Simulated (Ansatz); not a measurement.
Ideal-gas functions of CH5Si (`[CH2][SiH3]`) radical at 400 K and 1 bar, from an Ansatz frequency run at PBE0-D4/def2-TZVP.

Molar mass 45.14 g/mol, point group Cs (symmetry number 1), electronic degeneracy 2, moments of inertia 7.555, 41.951, 43.706 u Å². Harmonic wavenumbers (cm⁻¹, unscaled): 41, 516, 521, 663, 761, 834, 934, 937, 947, 1392, 2190, 2222, 2226, 3148, 3244.

Use S(trans) = R[1.5 ln M + 2.5 ln T − 1.1517]; rotational temperatures θ = 24.2544 K / I; S(rot) = R[ln(√π/σ · √(T³/θAθBθC)) + 1.5]; for each mode x = 1.438777 ν̃/T, S = R[x/(eˣ − 1) − ln(1 − e⁻ˣ)] and H = RT x/(eˣ − 1); 1 cm⁻¹ = 0.0119627 kJ/mol; R = 8.31446 J/(mol·K).

Task: By hand: the entropy, in J/(mol·K).

Result: Translation 162.5. Rotation: θ = 3.2104, 0.5782, 0.5549 K, giving 91.8. Vibration, mode by mode: 24.24, 4.27, 4.21, 2.82, 2.13, 1.73, 1.30, 1.29, 1.25, 0.34, 0.03, 0.03, 0.02, 0.00, 0.00, in all 43.7. Electronic 5.8. Sum 303.8 J/(mol·K).

Task: By hand: H − E and G − E in kJ/mol, counted from the electronic energy.

Result: Zero-point energy ½ × 20576 × 0.0119627 = 123.1; thermal vibration 8.6; translation, rotation and pV give 4 RT = 13.3. H − E = 145.0 kJ/mol, and G − E = 145.0 − 400 × 303.8/1000 = 23.5 kJ/mol.

Vibration gives 14 % of the entropy, 24.2 J/(mol·K) of it from the mode under 150 cm⁻¹: soft modes count most, and the harmonic formula is weakest for them.
